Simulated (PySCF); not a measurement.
Compound: 3-oxetanone, C3H4O2.
Atom-mapped SMILES: `[O:1]=[C:2]1[CH2:3][O:4][CH2:5]1` (hydrogens: H6, H7 on C3; H8, H9 on C5)

The same species was optimised twice, with GFN2-xTB and with PBE0-D3(BJ)/def2-SVP (PySCF), and the same property calculations (PySCF, gas phase) were run on both structures.

```json
{"coordinate": "C2–C3 (Å)", "GFN2-xTB": "1.512", "PBE0-D3(BJ)/def2-SVP": "1.524", "change": "+0.012"}
{"coordinate": "C3–H6 (Å)", "GFN2-xTB": "1.093", "PBE0-D3(BJ)/def2-SVP": "1.106", "change": "+0.013"}
{"coordinate": "C2–C5 (Å)", "GFN2-xTB": "1.512", "PBE0-D3(BJ)/def2-SVP": "1.524", "change": "+0.012"}
{"coordinate": "C3–H7 (Å)", "GFN2-xTB": "1.093", "PBE0-D3(BJ)/def2-SVP": "1.105", "change": "+0.012"}
{"coordinate": "C5–H8 (Å)", "GFN2-xTB": "1.093", "PBE0-D3(BJ)/def2-SVP": "1.105", "change": "+0.012"}
{"coordinate": "C5–H9 (Å)", "GFN2-xTB": "1.093", "PBE0-D3(BJ)/def2-SVP": "1.105", "change": "+0.012"}
{"coordinate": "O4–C5 (Å)", "GFN2-xTB": "1.432", "PBE0-D3(BJ)/def2-SVP": "1.425", "change": "-0.007"}
{"coordinate": "C3–O4 (Å)", "GFN2-xTB": "1.432", "PBE0-D3(BJ)/def2-SVP": "1.425", "change": "-0.007"}
{"coordinate": "O1=C2 (Å)", "GFN2-xTB": "1.192", "PBE0-D3(BJ)/def2-SVP": "1.190", "change": "-0.002"}
{"coordinate": "C3–O4–C5 (°)", "GFN2-xTB": "93.2", "PBE0-D3(BJ)/def2-SVP": "94.3", "change": "+1.1"}
{"coordinate": "O4–C5–H8 (°)", "GFN2-xTB": "112.6", "PBE0-D3(BJ)/def2-SVP": "113.6", "change": "+1.0"}
{"coordinate": "O4–C3–H6 (°)", "GFN2-xTB": "112.7", "PBE0-D3(BJ)/def2-SVP": "113.6", "change": "+0.9"}
{"coordinate": "O4–C3–H7 (°)", "GFN2-xTB": "112.7", "PBE0-D3(BJ)/def2-SVP": "113.6", "change": "+0.9"}
{"coordinate": "O4–C5–H9 (°)", "GFN2-xTB": "112.7", "PBE0-D3(BJ)/def2-SVP": "113.6", "change": "+0.9"}
{"coordinate": "C2–C3–H6 (°)", "GFN2-xTB": "115.6", "PBE0-D3(BJ)/def2-SVP": "115.0", "change": "-0.6"}
{"coordinate": "H6–C3–H7 (°)", "GFN2-xTB": "109.5", "PBE0-D3(BJ)/def2-SVP": "109.0", "change": "-0.5"}
{"coordinate": "H8–C5–H9 (°)", "GFN2-xTB": "109.6", "PBE0-D3(BJ)/def2-SVP": "109.1", "change": "-0.5"}
```

Rotational constants: A = 12498, B = 5004, C = 3743 MHz (GFN2-xTB) against A = 12348, B = 4994, C = 3727 MHz (PBE0-D3(BJ)/def2-SVP). Point groups within 0.08 Å: C2v and C2v. Atoms that the bonding makes alike are paired by their places after alignment.

On the GFN2-xTB structure: lowest singlet, TDDFT (eV) 4.40 [PBE0/def2-SVPD]; lowest triplet, Tamm–Dancoff (eV) 3.80 [PBE0/def2-SVPD]; isotropic polarisability (au) 40.8 [PBE0/def2-SVPD]; HOMO (eV) -7.90 [PBE0/def2-SVPD]; LUMO (eV) -1.21 [PBE0/def2-SVPD]; dipole (D) 1.07 [PBE0/def2-SVPD]; HOMO (eV) -7.81 [PBE0/pcSseg-1]; LUMO (eV) -1.05 [PBE0/pcSseg-1]; dipole (D) 0.82 [PBE0/pcSseg-1]; GIAO shielding of O1 (ppm) -326.6 [PBE0/pcSseg-1]; GIAO shielding of C2 (ppm) -23.4 [PBE0/pcSseg-1]; GIAO shielding of C3/C5 (mean) (ppm) 92.1 [PBE0/pcSseg-1]; GIAO shielding of O4 (ppm) 348.7 [PBE0/pcSseg-1].

Task: What do these properties become on the PBE0-D3(BJ)/def2-SVP structure?

Result: 
| property | level | on GFN2-xTB | on PBE0-D3(BJ)/def2-SVP | change |
| --- | --- | --- | --- | --- |
| lowest singlet, TDDFT (eV) | PBE0/def2-SVPD | 4.40 | 4.40 | 0.00 |
| lowest triplet, Tamm–Dancoff (eV) | PBE0/def2-SVPD | 3.80 | 3.81 | +0.01 |
| isotropic polarisability (au) | PBE0/def2-SVPD | 40.8 | 41.3 | +0.5 |
| HOMO (eV) | PBE0/def2-SVPD | -7.90 | -7.87 | +0.03 |
| LUMO (eV) | PBE0/def2-SVPD | -1.21 | -1.19 | +0.02 |
| dipole (D) | PBE0/def2-SVPD | 1.07 | 1.06 | -0.01 |
| energy, GFN2-xTB geometry as zero (kcal/mol) | PBE0/def2-SVPD | 0.0 | -0.2 | -0.2 |
| HOMO (eV) | PBE0/pcSseg-1 | -7.81 | -7.79 | +0.02 |
| LUMO (eV) | PBE0/pcSseg-1 | -1.05 | -1.04 | +0.01 |
| dipole (D) | PBE0/pcSseg-1 | 0.82 | 0.82 | 0.00 |
| energy, GFN2-xTB geometry as zero (kcal/mol) | PBE0/pcSseg-1 | 0.0 | -0.1 | -0.1 |
| GIAO shielding of O1 (ppm) | PBE0/pcSseg-1 | -326.6 | -322.5 | +4.1 |
| GIAO shielding of C2 (ppm) | PBE0/pcSseg-1 | -23.4 | -23.4 | 0.0 |
| GIAO shielding of C3/C5 (mean) (ppm) | PBE0/pcSseg-1 | 92.1 | 90.1 | -2.0 |
| GIAO shielding of O4 (ppm) | PBE0/pcSseg-1 | 348.7 | 343.4 | -5.3 |

The heavy atoms differ by 0.007 Å rms after alignment. Among all bonds C2–C3, C2–C5, C3–H6, C3–H7, C5–H8 and C5–H9 change most and about equally (+0.012 to +0.013 Å). Changes are differences of the printed values. Neither structure is proved a minimum here.
